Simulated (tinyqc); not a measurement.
Worked calculation: UHF in the sto-6g basis, for H2O+, spin multiplicity 2. One step of it, computed by the program tinyqc.

Question. Iteration 1: diagonalisation and new density. A level shift of 0.2 hartree raises the virtual space: F + shift (S - S D(s) S), with D(s) the density of one spin. Diagonalise F' = X^T F X, C = X C', fill 5 alpha and 4 beta electrons from the bottom; D(s) = C_occ C_occ^T. Each column has its largest component positive (the first on a tie).

F(alpha) (hartree), order 1O 1s, 1O 2s, 1O 2px, 1O 2py, 1O 2pz, 2H 1s, 3H 1s:
$$\begin{pmatrix}
-21.527050 & -5.136846 & -0.000511 & -0.051367 & -0.048397 & -0.900183 & -0.832709 \\
-5.136846 & -2.954802 & 0.042519 & -0.013454 & -0.119252 & -0.959400 & -0.831565 \\
-0.000511 & 0.042519 & -0.953858 & 0.080613 & 0.227841 & 0.062576 & 0.119875 \\
-0.051367 & -0.013454 & 0.080613 & -1.030550 & 0.195283 & -0.296975 & 0.377973 \\
-0.048397 & -0.119252 & 0.227841 & 0.195283 & -0.969847 & -0.198073 & -0.299025 \\
-0.900183 & -0.959400 & 0.062576 & -0.296975 & -0.198073 & -0.731104 & -0.321292 \\
-0.832709 & -0.831565 & 0.119875 & 0.377973 & -0.299025 & -0.321292 & -0.872958
\end{pmatrix}$$

F(beta) (hartree), order 1O 1s, 1O 2s, 1O 2px, 1O 2py, 1O 2pz, 2H 1s, 3H 1s:
$$\begin{pmatrix}
-21.454729 & -5.032369 & 0.007683 & -0.051098 & 0.017456 & -0.903020 & -0.846518 \\
-5.032369 & -2.730437 & 0.062485 & -0.011379 & 0.027089 & -0.963792 & -0.854379 \\
0.007683 & 0.062485 & -0.881872 & 0.080913 & 0.236788 & 0.061592 & 0.116553 \\
-0.051098 & -0.011379 & 0.080913 & -0.982336 & 0.197734 & -0.291305 & 0.359493 \\
0.017456 & 0.027089 & 0.236788 & 0.197734 & -0.843672 & -0.194852 & -0.305291 \\
-0.903020 & -0.963792 & 0.061592 & -0.291305 & -0.194852 & -0.620482 & -0.287546 \\
-0.846518 & -0.854379 & 0.116553 & 0.359493 & -0.305291 & -0.287546 & -0.654483
\end{pmatrix}$$

X, order 1O 1s, 1O 2s, 1O 2px, 1O 2py, 1O 2pz, 2H 1s, 3H 1s:
$$\begin{pmatrix}
1.022346 & -0.132634 & 0.000000 & 0.000000 & -0.006074 & 0.017473 & 0.017473 \\
-0.132634 & 1.155681 & 0.000000 & 0.000000 & 0.063099 & -0.222488 & -0.222488 \\
0.000000 & 0.000000 & 1.000000 & 0.000000 & 0.000000 & 0.000000 & 0.000000 \\
0.000000 & 0.000000 & 0.000000 & 1.079595 & 0.000000 & -0.181498 & 0.181498 \\
-0.006074 & 0.063099 & 0.000000 & 0.000000 & 1.029533 & -0.104494 & -0.104494 \\
0.017473 & -0.222488 & 0.000000 & -0.181498 & -0.104494 & 1.125317 & -0.050342 \\
0.017473 & -0.222488 & 0.000000 & 0.181498 & -0.104494 & -0.050342 & 1.125317
\end{pmatrix}$$

D(alpha) at the start, order 1O 1s, 1O 2s, 1O 2px, 1O 2py, 1O 2pz, 2H 1s, 3H 1s:
$$\begin{pmatrix}
1.060481 & -0.312217 & 0.013691 & 0.024994 & 0.002260 & 0.089787 & 0.052014 \\
-0.312217 & 1.303885 & -0.083851 & 0.088908 & 0.228230 & -0.314627 & -0.752211 \\
0.013691 & -0.083851 & 0.615383 & -0.198680 & -0.320955 & 0.043521 & -0.287109 \\
0.024994 & 0.088908 & -0.198680 & 0.998316 & -0.277303 & -0.565521 & 0.442971 \\
0.002260 & 0.228230 & -0.320955 & -0.277303 & 0.722656 & -0.350455 & -0.318117 \\
0.089787 & -0.314627 & 0.043521 & -0.565521 & -0.350455 & 1.112901 & 0.196175 \\
0.052014 & -0.752211 & -0.287109 & 0.442971 & -0.318117 & 0.196175 & 0.894440
\end{pmatrix}$$

D(beta) at the start, order 1O 1s, 1O 2s, 1O 2px, 1O 2py, 1O 2pz, 2H 1s, 3H 1s:
$$\begin{pmatrix}
1.060356 & -0.322587 & 0.013254 & 0.025345 & -0.002932 & 0.096608 & 0.061035 \\
-0.322587 & 0.443455 & -0.120073 & 0.117975 & -0.202548 & 0.251359 & -0.003768 \\
0.013254 & -0.120073 & 0.613859 & -0.197456 & -0.339089 & 0.067348 & -0.255601 \\
0.025345 & 0.117975 & -0.197456 & 0.997334 & -0.262750 & -0.584641 & 0.417687 \\
-0.002932 & -0.202548 & -0.339089 & -0.262750 & 0.506986 & -0.067093 & 0.056593 \\
0.096608 & 0.251359 & 0.067348 & -0.584641 & -0.067093 & 0.740599 & -0.296146 \\
0.061035 & -0.003768 & -0.255601 & 0.417687 & 0.056593 & -0.296146 & 0.243409
\end{pmatrix}$$

overlap S, order 1O 1s, 1O 2s, 1O 2px, 1O 2py, 1O 2pz, 2H 1s, 3H 1s:
$$\begin{pmatrix}
1.000000 & 0.231145 & 0.000000 & 0.000000 & 0.000000 & 0.039142 & 0.039142 \\
0.231145 & 1.000000 & 0.000000 & 0.000000 & 0.000000 & 0.383522 & 0.383522 \\
0.000000 & 0.000000 & 1.000000 & 0.000000 & 0.000000 & 0.000000 & 0.000000 \\
0.000000 & 0.000000 & 0.000000 & 1.000000 & 0.000000 & 0.282672 & -0.282672 \\
0.000000 & 0.000000 & 0.000000 & 0.000000 & 1.000000 & 0.183281 & 0.183281 \\
0.039142 & 0.383522 & 0.000000 & 0.282672 & 0.183281 & 1.000000 & 0.149613 \\
0.039142 & 0.383522 & 0.000000 & -0.282672 & 0.183281 & 0.149613 & 1.000000
\end{pmatrix}$$

Give: F' = X^T F X; orbital energies; coefficients C; F' = X^T F X; orbital energies; coefficients C; D(alpha) after iteration 1; D(beta) after iteration 1.

Answer.

F' = X^T F X (alpha) (hartree):
$$\begin{pmatrix}
-21.211 & -2.465 & -0.005 & -0.055 & -0.058 & -0.154 & -0.095 \\
-2.465 & -2.016 & 0.047 & -0.013 & -0.074 & -0.378 & -0.103 \\
-0.005 & 0.047 & -0.877 & 0.126 & 0.286 & 0.027 & 0.171 \\
-0.055 & -0.013 & 0.126 & -0.907 & 0.249 & -0.086 & 0.123 \\
-0.058 & -0.074 & 0.286 & 0.249 & -0.868 & -0.034 & -0.081 \\
-0.154 & -0.378 & 0.027 & -0.086 & -0.034 & -0.405 & -0.146 \\
-0.095 & -0.103 & 0.171 & 0.123 & -0.081 & -0.146 & -0.545
\end{pmatrix}$$

orbital energies (alpha) (hartree): MO1 -21.525, MO2 -1.824, MO3 -1.239, MO4 -1.023, MO5 -0.579, MO6 -0.425, MO7 -0.212

coefficients C (alpha), order 1O 1s, 1O 2s, 1O 2px, 1O 2py, 1O 2pz, 2H 1s, 3H 1s:
$$\begin{pmatrix}
0.998 & -0.244 & 0.041 & 0.025 & 0.046 & 0.047 & 0.042 \\
0.010 & 1.025 & -0.201 & -0.144 & -0.394 & -0.352 & -0.254 \\
0.000 & -0.111 & -0.488 & -0.647 & -0.115 & 0.516 & -0.229 \\
0.002 & -0.027 & -0.421 & 0.803 & -0.114 & 0.341 & -0.529 \\
0.004 & 0.143 & 0.679 & -0.037 & -0.637 & 0.387 & -0.218 \\
-0.001 & 0.057 & -0.001 & -0.020 & 0.349 & 0.505 & 0.991 \\
-0.005 & -0.104 & 0.169 & 0.203 & 0.916 & 0.342 & -0.572
\end{pmatrix}$$

F' = X^T F X (beta) (hartree):
$$\begin{pmatrix}
-21.158 & -2.368 & 0.002 & -0.056 & 0.002 & -0.183 & -0.136 \\
-2.368 & -1.620 & 0.075 & -0.016 & 0.166 & -0.541 & -0.336 \\
0.002 & 0.075 & -0.805 & 0.126 & 0.299 & 0.017 & 0.158 \\
-0.056 & -0.016 & 0.126 & -0.851 & 0.250 & -0.104 & 0.147 \\
0.002 & 0.166 & 0.299 & 0.250 & -0.691 & -0.124 & -0.206 \\
-0.183 & -0.541 & 0.017 & -0.104 & -0.124 & -0.215 & -0.044 \\
-0.136 & -0.336 & 0.158 & 0.147 & -0.206 & -0.044 & -0.178
\end{pmatrix}$$

orbital energies (beta) (hartree): MO1 -21.446, MO2 -1.622, MO3 -1.174, MO4 -0.953, MO5 -0.376, MO6 -0.072, MO7 0.126

coefficients C (beta), order 1O 1s, 1O 2s, 1O 2px, 1O 2py, 1O 2pz, 2H 1s, 3H 1s:
$$\begin{pmatrix}
1.000 & -0.226 & 0.020 & 0.029 & 0.015 & 0.003 & 0.109 \\
0.001 & 0.929 & -0.111 & -0.140 & -0.119 & -0.067 & -0.736 \\
-0.001 & -0.123 & -0.498 & -0.630 & 0.532 & 0.227 & -0.066 \\
0.002 & 0.030 & -0.444 & 0.806 & 0.305 & 0.520 & -0.145 \\
-0.002 & -0.043 & 0.672 & 0.045 & 0.604 & 0.010 & -0.515 \\
0.003 & 0.164 & 0.035 & -0.069 & 0.366 & -0.623 & 0.898 \\
0.000 & 0.032 & 0.159 & 0.099 & -0.068 & 0.977 & 0.606
\end{pmatrix}$$

D(alpha) after iteration 1, order 1O 1s, 1O 2s, 1O 2px, 1O 2py, 1O 2pz, 2H 1s, 3H 1s:
$$\begin{pmatrix}
1.059 & -0.270 & -0.015 & 0.006 & -0.034 & 0.001 & 0.075 \\
-0.270 & 1.268 & 0.123 & -0.014 & 0.266 & -0.076 & -0.530 \\
-0.015 & 0.123 & 0.682 & -0.297 & -0.250 & -0.033 & -0.307 \\
0.006 & -0.014 & -0.297 & 0.835 & -0.247 & -0.057 & -0.010 \\
-0.034 & 0.266 & -0.250 & -0.247 & 0.888 & -0.214 & -0.491 \\
0.001 & -0.076 & -0.033 & -0.057 & -0.214 & 0.125 & 0.309 \\
0.075 & -0.530 & -0.307 & -0.010 & -0.491 & 0.309 & 0.919
\end{pmatrix}$$

D(beta) after iteration 1, order 1O 1s, 1O 2s, 1O 2px, 1O 2py, 1O 2pz, 2H 1s, 3H 1s:
$$\begin{pmatrix}
1.051 & -0.215 & -0.001 & 0.010 & 0.023 & -0.035 & -0.001 \\
-0.215 & 0.896 & 0.030 & -0.036 & -0.121 & 0.158 & -0.002 \\
-0.001 & 0.030 & 0.661 & -0.290 & -0.358 & 0.006 & -0.145 \\
0.010 & -0.036 & -0.290 & 0.847 & -0.264 & -0.067 & 0.010 \\
0.023 & -0.121 & -0.358 & -0.264 & 0.456 & 0.013 & 0.110 \\
-0.035 & 0.158 & 0.006 & -0.067 & 0.013 & 0.033 & 0.004 \\
-0.001 & -0.002 & -0.145 & 0.010 & 0.110 & 0.004 & 0.036
\end{pmatrix}$$
